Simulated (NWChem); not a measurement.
System: methyl formate (C₂H₄O₂); SMILES O=COC

```xyz
8

C     -0.5094    -1.3186     0.0026
O      0.6764    -0.5380     0.0014
C      0.5040     0.7806     0.0002
O     -0.5523     1.3438    -0.0002
H     -1.1154    -1.1114    -0.8919
H     -0.1891    -2.3667     0.0086
H     -1.1198    -1.1023     0.8919
H      1.4961     1.2788    -0.0003
```
Atoms are numbered in this order, from 1.

Computed with NWChem. Pople sets run with spherical d functions. Structure relaxed at the PBE0/def2-SVP level. GIAO values for the isolated, static molecule; σ is the absolute isotropic shielding, δ = σ(reference) − σ with the isolated reference molecule computed at the same levels (13C: tetramethylsilane, 1H: tetramethylsilane, 17O: water).

```tsv
level	δ C1 (ppm)	δ O2 (ppm)	δ C3 (ppm)	δ O4 (ppm)	δ H5 (rotor mean) (ppm)	δ H8 (ppm)
PBE/pcSseg-1	51.7	212.5	160.8	451.1	3.69	7.87
LDA (Slater exchange, VWN5)/pcSseg-1	51.9	222.3	166.8	470.6	3.74	7.87
KT2/pcSseg-1	[?]	[?]	[?]	[?]	3.66	[?]
B3LYP/6-311G**	51.2	204.7	161.7	460.0	3.66	7.89
```

Question: Fill in the missing entries.

Answer: 
- KT2/pcSseg-1, δ C1 (ppm): 50.6
- KT2/pcSseg-1, δ O2 (ppm): 198.4
- KT2/pcSseg-1, δ C3 (ppm): 154.0
- KT2/pcSseg-1, δ O4 (ppm): 422.7
- KT2/pcSseg-1, δ H8 (ppm): 7.77
